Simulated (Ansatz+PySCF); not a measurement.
Results of a calculation; reference values are marked as such.
Input for Ansatz (development build ahead of 0.2.0):

```yaml
crystal:
  periodic: [false, false, false]
  atoms:
    - { symbol: B, position_ang: [0.0, 0.0, -1.06226] }
    - { symbol: B, position_ang: [0.0, 0.0, 1.06226] }
basis:
  gaussian: { orbitals: "6-31G" }
magnetization:
  spin_polarized: true
  initial_magnetization: 2
hamiltonian:
  xc: hf
correlation:
  method: mp2
  frozen_orbitals: { B: 1 }
scf:
  omitted_lower_state_checks: [starts, atomic_configurations, cluster_reference, orbital_swaps, given_window_search, neighbouring_geometries, increment]
```

The input is written out in the form of the current development build from the run's settings.

Results

```yaml
Converged: yes
Reference_energy: -49.07421 hartree
Correlation_energy: -0.05462 hartree
Total_energy: -49.12884 hartree
Spin_squared_of_the_determinant: 2.306
Stability_test: minimum
```

Messages of the program:
```
mean field -1335.37737869 eV, -49.0742135156 hartree, gradient 2.2e-6 eV, S^2 2.306112; 2 other ends of a descent, 0 dependent functions left out
```

Caution: the unrestricted determinant is spin contaminated; the determinant may break the point group; another reference gives a lower total.
